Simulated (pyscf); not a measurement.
GeH₂ (SMILES [GeH2]) [singlet] + H₃Si–SiH₃ (SMILES [SiH3][SiH3]) → H₃Si–SiH₂–GeH₃ (SMILES [SiH3][SiH2][GeH3]) (insertion; singlet surface; H–Si broken, Ge–Si, Ge–H formed). Structures and frequencies: ωB97X-D3(BJ)/def2-SVP in PySCF. Energies in kJ/mol from the separated reactants.

| level | barrier | reaction energy |
|---|---|---|
| ωB97X-D3(BJ)/def2-TZVP | -42.0 | -212.3 |
| PBE/def2-TZVP | ? | -189.0 |
| PBE0-D3(BJ)/def2-TZVP | -51.5 | -205.6 |
| M06-2X/def2-TZVP | ? | ? |
| ωB97M-D3(BJ)/def2-TZVP | -17.3 | -175.7 |
| HF/def2-TZVP | 52.4 | -152.7 |

Task: Fill in the missing entries.

Result: 
- PBE/def2-TZVP, barrier: -49.4
- M06-2X/def2-TZVP, barrier: -22.7
- M06-2X/def2-TZVP, reaction energy: -178.8

On the reactant side the descent ends in an adduct with a Ge–Si contact, 57.4 kJ/mol under the separated species and 15.4 kJ/mol under the saddle at ωB97X-D3(BJ)/def2-TZVP. At ωB97X-D3(BJ), PBE, PBE0-D3(BJ), M06-2X, ωB97M-D3(BJ) the saddle lies under the separated reactants, which points to a path from their complex (located at ωB97X-D3(BJ) alone). What is counted as formed (Ge–Si) is already present as a longer contact in the reactant adduct; forming that adduct is a step of its own. This is the saddle that the search found; another between the same sides may lie lower. Elements up to Kr have no core potential and no relativistic terms here.
